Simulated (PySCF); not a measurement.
## Identify the compound

Molecular formula: C4H10O. Simulated spectra:

1H NMR (400 MHz, computed): δ 3.37 (s, 3H), 3.12 (t, J = 8.0 Hz, 2H), 1.66 (sext, J = 8.3 Hz, 2H), 0.93 (t, J = 8.6 Hz, 3H).

13C{1H} NMR (computed): δ 82.1, 61.9, 29.4, 12.1.

- GIAO B3LYP/pcSseg-2 shieldings
- couplings computed with B3LYP/pcJ-1 (without the spin–dipole term)
- PBE0-D3(BJ)/def2-SVP geometry
- code: PySCF 2.14
- isolated molecule, non-relativistic, single conformer, rapidly exchanging positions averaged

Referencing at the same level of theory: 1H (σref 31.39), 13C (σref 179.19) against TMS.

Q: Deduce the structure.

A: 
The formula gives 0 degrees of unsaturation. 4 carbon signals for 4 carbons: no two carbons are equivalent. Carbon types of the structure: 2 × CH2, 2 × CH3, which accounts for all hydrogens. δC 82.1: sp3 CH2 bonded to O; deshielded by the electronegative neighbour. δC 61.9: methyl carbon bonded to O; deshielded by the electronegative neighbour. δC 29.4: sp3 CH2; a saturated carbon with 2 carbon neighbours and no heteroatom attached. δC 12.1: methyl carbon; a saturated carbon with 1 carbon neighbour and no heteroatom attached. δH 3.37: hydrogen on a methyl carbon bonded to O; its carbon carries O, an electronegative neighbour. δH 3.12: hydrogen on an sp3 CH2 bonded to O; its carbon carries O, which withdraws density. δH 0.93: hydrogen on a methyl carbon; far from electronegative atoms and π systems. The protons at 0.93 and 1.66 share a coupling of 8.6 Hz (vicinal). The protons at 1.66 and 3.12 share a coupling of 8.0 Hz (vicinal).

Structure: SMILES C(C)COC.

The data come from this structure; uniqueness wasn't tested.

Multiplet labels drop couplings under 1 Hz and merge nearly equal ones. Unscaled 3J(H,H) at this level run about 10 % above measured values. Shifts are as computed. Against solution values, carbons near 30 ppm lie about +3 ppm off and those near 130 ppm about +8 ppm. Of 1211 compounds with measured shifts, 218 miss one by over three times the rms of a fit or turn the order of signals round; such compounds aren't used in these exercises. Across freely rotating sp3–sp3 bonds, 3J(H,H) is taken as (2 J gauche + J anti)/3 from the one conformer, which assumes equal rotamer populations.
